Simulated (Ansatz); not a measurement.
A calculation on Se (R-3, No. 148) returned lattice constant a 11.359 Å, lattice parameter c 4.793 Å, equilibrium volume per atom 29.76 Å³/atom.

For reference: equilibrium volume per atom 27.51 Å³/atom (measured, temperature not stated, copied from a table, unchecked, not corrected to a static lattice; COD 9013138: Japanese Journal of Applied Physics 19, 1813 (1980)).

Which level of theory produced these numbers?
A. PBEsol (Ansatz, a quantum-chemistry and plane-wave program)
B. r²SCAN-D4 (Ansatz)
C. LDA (Ansatz)
D. r²SCAN (Ansatz)

D, r²SCAN (Ansatz)

The others give: r²SCAN-D4 11.286 Å, 4.537 Å, 27.81 Å³/atom; LDA 10.600 Å, 4.376 Å, 23.66 Å³/atom; PBEsol 10.701 Å, 4.574 Å, 25.20 Å³/atom.

Unless a cell is named, each level is at its own relaxed cell (LDA 23.66, PBEsol 25.20, r²SCAN 29.76, r²SCAN-D4 27.81 Å³/atom).

Caveats: LDA has no dispersion term either, though it tends to give short spacings of layers, chains or molecules (LDA); the cell comes from a level without a dispersion term, which matters for the spacing of layers, chains or molecules (PBEsol, r²SCAN). Ansatz's density-functional and Hartree–Fock values are scalar-relativistic unless marked +SOC, with PAW data made under PBE.
